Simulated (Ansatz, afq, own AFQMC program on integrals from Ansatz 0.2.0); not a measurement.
Integrals from Ansatz 0.2.0, then the random walk in our own AFQMC program (afq).

```yaml
crystal:
  periodic: [false, false, false]
  atoms:
    - {symbol: Si, position_ang: [0.000000, -0.065708, 0.000000]}
    - {symbol: H, position_ang: [0.000000, 0.915453, -1.655494]}
    - {symbol: H, position_ang: [0.000000, 0.915451, 1.655495]}
basis:
  gaussian: {orbitals: cc-pVDZ}
magnetization: {spin_polarized: true, initial_magnetization: 2}
correlation: {method: ccsd_t, electrons: outside_noble_gas, hamiltonian_folder: ham}
```

```sh
$ ansatz run in.yaml --threads 1 --pin off --events-out ev --progress --plain --max-ram 24576MiB --backend cuda --devices 0, --max-vram 18GiB
```

afq runs on the folder ham with

```
--method phaseless --trial hf --walkers 4000 --populations 20 --least-time 40 --time-step 0.005 --steps-per-block 20 --equilibration-blocks 160 --max-blocks 4000 --target-error 0.00145 --factor-cut 1e-05 --start spin_pure --seed 3086 --taylor-order 6
```

Times are imaginary, in 1/Eh. The walk had a cap of 49 s. With eight or more populations the least sampling time is a fifth of least-time, and the error comes from their spread.

Log:

```
orbitals 23  electrons 4 2  factors 152 of 273
reference energy -289.93717218 Eh
CCSD correlation -0.10469320 Eh in 12 cycles, weight of the determinant in the CISD state 0.8935
energy of the start -289.938170 Eh
 block  time / (1/Eh)  mean weight  energy / Eh
     1     0.100  1.0001  -289.951618
     2     0.200  1.0004  -289.963005
     3     0.300  1.0006  -289.972867
     4     0.400  1.0006  -289.980997
     5     0.500  1.0002  -289.987886
     7     0.700  1.0004  -289.999369
     9     0.900  1.0003  -290.007585
    13     1.300  1.0001  -290.019736
    25     2.500  1.0001  -290.033537
    37     3.700  1.0001  -290.041314
    49     4.900  1.0000  -290.041123
    61     6.100  1.0000  -290.043557
    73     7.300  1.0000  -290.042268
    85     8.500  1.0000  -290.044807
    97     9.700  1.0000  -290.043007
   109    10.900  1.0001  -290.047137
   121    12.100  1.0000  -290.047817
   133    13.300  1.0000  -290.043296
   145    14.500  0.9999  -290.042329
   157    15.700  1.0003  -290.044093
   169    16.900  1.0000  -290.042978
   181    18.100  1.0001  -290.045472
   193    19.300  0.9999  -290.044700
   205    20.500  1.0000  -290.044079
   217    21.700  1.0000  -290.047809
   229    22.900  1.0000  -290.043791
   235    23.500  0.9998  -290.042968
error from the spread of 20 populations
energy -290.044544 +/- 0.000683 Eh
(rows thinned)
```

The run passed its tests (sampling time, drift between the halves within three errors, error under three times the target), which doesn't prove that it has relaxed.

Against this walk (error 18.6 meV) on the same determinant: CCSD(T) 17.3 meV lower (within the noise), CCSDT(Q) 59.0 meV lower, CCSDTQ 59.5 meV lower, full CI 59.5 meV lower, a separate phaseless walk with a CISD trial and standard settings 42.5 ± 18.7 meV lower. The error is statistical and leaves out the bias of the constraint. Full CI is exact here, so the walk's 60 meV above it is the walk's own error: the bias of the constraint with this trial.

Cautions: constraint bias not in the error; lower spins were not checked.

The walk took 18 s on 1 × NVIDIA H100 80GB HBM3 with 2 threads of AMD EPYC 7R13 Processor (Zen 3), on a shared host (the card was shared). The log's last line is the phaseless energy.

CCSDT and higher add their correlation energy to the determinant of the CCSD(T) run, since their own runs factorise the integrals more tightly (a shift of under 2 meV). A walk keeps the symmetry of its determinant, which the program's search chose and which needn't be the lowest solution, so a lower state of the same spin and another symmetry isn't excluded.
